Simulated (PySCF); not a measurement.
**Unknown compound**

The spectra below were simulated for a compound C2H2F4.

¹H NMR (400 MHz, computed): δ 5.97 (m, 2H).

¹³C{¹H} NMR (computed): δ 117.7 (CH, m, 2C).

[PySCF 2.14: couplings computed with B3LYP/pcJ-1; shielding tensors at PBE0/pcSseg-1 (GIAO); geometry: GFN2-xTB; relativity neglected; isolated molecule; a single conformation; equivalent nuclei averaged]

Scale: ¹H and ¹³C vs TMS (reference shieldings calculated alike).

Question: Propose a structure and justify it.

Answer: 
The formula gives 0 degrees of unsaturation. 1 carbon signal for 2 carbons: some carbons are equivalent by symmetry or fast rotation. Carbon types of the structure: 2 × CH, which accounts for all hydrogens. δC 117.7: sp3 CH bonded to 2 F; 2 electronegative neighbours deshield it. δH 5.97: hydrogen on an sp3 CH bonded to 2 F; its carbon carries F, an electronegative neighbour.

The compound is SMILES FC(F)C(F)F.

The data come from this structure; uniqueness wasn't tested.

Common functionals overestimate the size of one-bond C–F couplings by tens of Hz; these are unscaled. Multiplet labels drop couplings under 1 Hz and merge nearly equal ones. Couplings among chemically equivalent protons are left out too, so labels in AA′BB′ or AA′XX′ sets are apparent multiplicities. Shifts are as computed. Against solution values, carbons near 30 ppm lie about +3 ppm off and those near 130 ppm about +5 ppm. Of 1211 compounds with measured shifts, 218 miss one by over three times the rms of a fit or turn the order of signals round; such compounds aren't used in these exercises. 3J across rotatable bonds or in flexible rings reflects this conformer alone.
